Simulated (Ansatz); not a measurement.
**SiNHCl (sextet): wave-function methods side by side, cc-pVDZ**

The task here is to estimate one member of a computed series from the others.

Computed with Ansatz 0.2.0, Gaussian basis. Level: cc-pVDZ, core rule «outside noble gas», up to 11 orbitals frozen.

Plan: UHF; CCSD(T) on ROHF; CCSD(T) on UHF; BCCD(T) on ROHF; CISD as a restricted active space (open shells left free, so some higher excitations enter); CCSDT(Q) on ROHF; CCSDT(Q) on UHF; CASSCF and MRCISD+Q, 17 electrons in 13 orbitals; CASSCF and NEVPT2, 17 electrons in 13 orbitals.

5 further runs of the same task are left out: 5 set aside as unsound or not needed. Runs told in other sessions of the task aren't counted.

## The geometry

The geometry is a PBE0/def2-TZVP stationary point (not a proven minimum) of the parent state, kept for this charge and spin.

4 atoms, charge 0, spin multiplicity 6.

Atoms are counted from 1 here; the program's logs count them from 0.

Bond lengths: Cl1–Si2 2.055 Å, Si2–N3 1.806 Å, N3–H4 1.027 Å. Angles: Cl1–Si2–N3 109.9°, Si2–N3–H4 110.5°.

Coordinates:

```
Cl   -0.0141   -0.2280    1.2712
Si   -0.0158    0.6362   -0.5928
N     0.1242   -0.6398   -1.8635
H    -0.7896   -0.8163   -2.2979
```

The first run:

in.yaml

```yaml
crystal:
  periodic: [false, false, false]
  atoms:
    - {symbol: Cl, position_ang: [-0.014126, -0.228022, 1.271187]}
    - {symbol: Si, position_ang: [-0.015774, 0.636198, -0.592810]}
    - {symbol: N, position_ang: [0.124203, -0.639770, -1.863528]}
    - {symbol: H, position_ang: [-0.789591, -0.816306, -2.297892]}
basis:
  gaussian: {orbitals: cc-pVDZ}
magnetization: {spin_polarized: true, initial_magnetization: 5}
hamiltonian: {xc: hf}
output: {orbitals: {seedname: orbitals}}
```

Run with:

```bash
$ ansatz run in.yaml --threads 1 --pin off --events-out ev --progress --plain --max-ram 4096MiB --backend cpu
```

Steps of the session up to this table: UHF; CCSD(T) on ROHF; CCSD(T) on UHF; BCCD(T) on ROHF; CISD as a restricted active space (open shells left free, so some higher excitations enter); CCSDT(Q) on ROHF; CCSDT(Q) on UHF; CASSCF and MRCISD+Q, 17 electrons in 13 orbitals; CASSCF and NEVPT2, 17 electrons in 13 orbitals.

One of the session's tables, all rows but one given; the rest of the session is left out.

It belongs to the step «Misses and costs». 

```
          method  from UCCSDT(Q) (meV)
            ROHF               +9429.8
             UHF               +9233.2
            RMP2               +1317.9
            UMP2               +1334.5
            CISD               +1146.8
           RCCSD                +297.6
           UCCSD                     ?
        RCCSD(T)                 +63.0
        UCCSD(T)                 +62.7
         BCCD(T)                 +63.3
          RCCSDT                 +22.9
          UCCSDT                 +21.7
       RCCSDT(Q)                  +4.0
       UCCSDT(Q)                     0
  CASSCF valence               +8311.2
  NEVPT2 valence               +1793.4
  MRCISD valence                +950.5
MRCISD+Q valence                +186.4
```

Estimate the missing values for UCCSD.

The run gave: from UCCSDT(Q) (meV): +294.4. In the column «from UCCSDT(Q) (meV)» it lies between MRCISD+Q valence (+186.4) and RCCSD (+297.6).

To keep in mind: Restricted and unrestricted rows rest on different reference determinants; a gap between their highest levels can come from leftover correlation error, from unlike frozen cores or from another state.
